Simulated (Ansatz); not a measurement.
Geometry optimisation, RKS B3LYP-D4/cc-pVDZ (Ansatz).

input.yaml

```yaml
crystal:
  periodic: [false, false, false]
  atoms:
    - { symbol: Si, position_ang: [0.216607, 0.0, -0.063187] }
    - { symbol: H, position_ang: [0.192872, 0.0, 1.412254] }
    - { symbol: H, position_ang: [1.648944, 0.0, -0.49763] }
    - { symbol: H, position_ang: [-0.45631, 1.228219, -0.569865] }
    - { symbol: H, position_ang: [-0.45631, -1.228219, -0.569865] }
    - { symbol: Cl, position_ang: [-2.806864, 0.0, 1.356761] }
    - { symbol: H, position_ang: [-1.597639, 0.0, 1.920732] }
basis:
  gaussian: { orbitals: cc-pVDZ }
hamiltonian:
  xc: b3lyp
  dispersion: d4
relax:
  f_tol: 0.03
  max_steps: 50
output:
  orbitals: {}
```

Run as:

```bash
$ ansatz run input.yaml --threads 1 --pin off --max-ram 2048MiB --backend cpu --events-out ev --progress --plain --runs-dir out
```

Where does it end, and by what steps?

The run converged. The force dipped under the threshold on the way, but the program's further checks kept it going. After 6 steps the energy has fallen by 0.093 eV; Cl6 moved furthest, 0.43 Å.

```json
{"step": "0", "energy less start (eV)": "0.0000", "largest force component (eV/Å)": "0.905", "accepted": "yes"}
{"step": "1", "energy less start (eV)": "-0.0676", "largest force component (eV/Å)": "0.658", "accepted": "yes"}
{"step": "2", "energy less start (eV)": "-0.0823", "largest force component (eV/Å)": "0.545", "accepted": "yes"}
{"step": "3", "energy less start (eV)": "-0.0871", "largest force component (eV/Å)": "0.077", "accepted": "yes"}
{"step": "4", "energy less start (eV)": "-0.0923", "largest force component (eV/Å)": "0.027", "accepted": "yes"}
{"step": "5", "energy less start (eV)": "-0.0933", "largest force component (eV/Å)": "0.035", "accepted": "yes"}
{"step": "6", "energy less start (eV)": "-0.0935", "largest force component (eV/Å)": "0.021", "accepted": "yes"}
```

```xyz
7
Properties=species:S:1:pos:R:3
Si 0.339 0.000 -0.155
H 0.229 0.000 1.340
H 1.787 0.000 -0.526
H -0.327 1.224 -0.690
H -0.327 -1.224 -0.690
Cl -3.102 0.000 1.671
H -1.857 0.000 2.039
```

Whether the end is a true minimum wasn't checked by a vibrational analysis.

Run time: 7.4 s on 1 thread of Intel(R) Xeon(R) 6975P-C (Granite Rapids) (shared host), peak memory 0.13 GiB.
